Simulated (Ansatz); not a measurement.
C4H4F2 can be A, `C=C/C(F)=C\F`, or B, `C=C(F)/C=C/F`.

Computed with Ansatz on PBE0-D4/def2-TZVP structures; ΔE is electronic, products minus reactants. CBS: MP2 limit from def2 TZ/QZ plus the TZ coupled-cluster correction, frozen cores. Double bonds are as drawn, so ΔE can hold a change between cis and trans. DFT in def2-TZVPP. B3LYP here is the variant with VWN-RPA as its local correlation; programs differ in this. One conformer a species, not always the lowest.

Q: Which isomer does CCSD(T)/CBS put lower? Give the gap. (Estimate.)

A: The calculation gave: B, by 20.5 kJ/mol.

Q: Give E(B) − E(A) in kJ/mol with CCSD(T)/def2-TZVPP, BLYP-D4, ωB97M-V, CCSD/def2-TZVPP, r2SCAN-D4, B3LYP-D4, HF/def2-TZVPP. (Estimate.)

A: Computed: CCSD(T)/def2-TZVPP -20.4, BLYP-D4 -20.6, ωB97M-V -22.1, CCSD/def2-TZVPP -20.6, r2SCAN-D4 -23.2, B3LYP-D4 -21.0, HF/def2-TZVPP -21.9. None reverses the order clearly.

Q: Does the order hold for the free energy at 298.15 K (harmonic terms from PBE0-D4)? (Best estimate.)

A: Ansatz gave: Yes: G(B) − G(A) = -21.0 kJ/mol, for one conformer each.

Largest T1 diagnostic: 0.012.

At CCSD(T), def2-SVP lies +3.8 kJ/mol from the extrapolated value and def2-TZVPP +0.1 kJ/mol. Leaving LDA and LC-ωPBE aside and taking each functional with its dispersion term where it has one, the values, not all of them listed here, spread over 2.6 kJ/mol, from r2SCANh-D4 to BLYP-D4.
